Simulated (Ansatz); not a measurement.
Species: C4H9, net charge -1, singlet state. It need not be the lowest isomer of its formula. Whether it binds its extra electron was not tested at this geometry. 
Coordinates optimised at B3LYP-D3(BJ)/def2-TZVP (Ansatz, an electronic-structure program):
```
C
H 1 1.1029
H 1 1.1348 2 103.39
C 1 1.5039 2 109.66 3 -122.94
H 4 1.1061 1 108.27 2 178.05
C 4 1.5124 5 108.50 1 120.11
H 6 1.0985 4 112.05 5 54.90
H 6 1.1025 7 106.19 4 -122.48
H 6 1.1331 7 105.70 8 -110.33
C 1 1.5313 2 108.04 3 112.77
H 10 1.0942 1 109.97 2 63.10
H 10 1.0959 11 107.00 1 -119.72
H 10 1.0996 11 109.26 12 -116.19
```
Charge -1, spin multiplicity 1.

Total electronic energies in hartree. Valence correlation only, unless marked. Spin-orbit coupling is left out. Non-relativistic. 

```tsv
level	program	energy (Eh)
SVWN5/def2-TZVPD	Ansatz	-156.32565
PBE-D4/def2-TZVPD	Ansatz + dftd4	-157.61295
revPBE-D3(BJ)/def2-TZVPD	Ansatz + dftd3	___
r2SCAN-D3(BJ)/def2-TZVPD	Ansatz + dftd3	-157.72822
PBE0-D3(BJ)/def2-TZVPD	Ansatz + dftd3	-157.63593
B2GP-PLYP/def2-TZVPD	Ansatz	-157.63189
PBE-QIDH/def2-TZVPD	Ansatz	___
SCS-MP2/aug-cc-pVDZ	Ansatz	___
```

Fill in the missing entries.


- revPBE-D3(BJ)/def2-TZVPD, energy (Eh): -157.80555
- PBE-QIDH/def2-TZVPD, energy (Eh): -157.59912
- SCS-MP2/aug-cc-pVDZ, energy (Eh): -157.25644
